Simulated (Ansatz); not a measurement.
Four-centre ligand exchange

Start structure (SiH₅ClO, closed shell), relaxed at PBE0-D4/def2-TZVP:

```
atom    x (Å)    y (Å)    z (Å)
 Si1  -0.8338  -0.6870  -0.3904
  O2   0.1513   0.1078   0.6872
  H3  -0.7191  -2.1578  -0.2167
  H4  -0.3533  -0.2766  -1.7265
  H5  -2.2516  -0.2896  -0.1942
  H6   1.5195   1.2582   0.2647
 Cl7   2.4835   2.0706  -0.0489
  H8   0.0035  -0.0256   1.6249
```

The step: SiH₄O ([OH][SiH3]) + HCl → SiH₃Cl ([SiH3][Cl]) + H₂O; bonds formed: Si1–Cl7, O2–H6; bonds broken: Si1–O2, H6–Cl7. Ansatz 0.2.0; basis: def2-TZVPP and def2-QZVPP; cores frozen in the correlated methods. Extrapolation: Hartree–Fock as exp(−7.88 √X), correlation as X^−2.97. Energies below are by CCSD(T) at an estimated basis limit (MP2 extrapolated from triple and quadruple zeta, plus CCSD(T) − MP2 in triple zeta).

What are the electronic barrier and the energy of the step, from the start structure to the end structure? (Judge from chemistry; the value comes from the calculation.)

By the calculation: Barrier 22.54 kcal/mol; step energy -0.52 kcal/mol (downhill); reverse barrier, their difference, 23.05 kcal/mol. Barrier and step energy count from the start structure, the reverse barrier from the end structure.

The saddle point: One imaginary mode of 152i cm⁻¹.
```tsv
pair	start (Å)	saddle (Å)	end (Å)
Si1–Cl7	4.33	2.44	2.07
O2–H6	1.84	1.01	0.96
Si1–O2	1.66	1.86	3.17
H6–Cl7	1.30	1.92	2.67
```

Zero-point energy (harmonic, PBE0-D4): ZPE is 29.78 kcal/mol at the start and 31.87 kcal/mol at the saddle, so the barrier goes from 22.54 to 24.63 kcal/mol.

No T1 diagnostic of these runs exceeds 0.011.

Hydrogen chloride, the by-product of chloride precursors, can attack films and sites by steps of this kind.

Labels in which every atom is bracketed show which atoms are joined, not bond orders.

For scale, one of the runs: CCSD(T)/def2-TZVPP, 185 basis functions, launched by `ansatz run in.yaml --threads 2 --pin off --events-out ev --progress --plain --max-ram 4352MiB`. Time: 36 s of wall clock on 2 CPU threads of an Arm Neoverse V2; the host was shared. Peak host memory: 1.8 GiB.
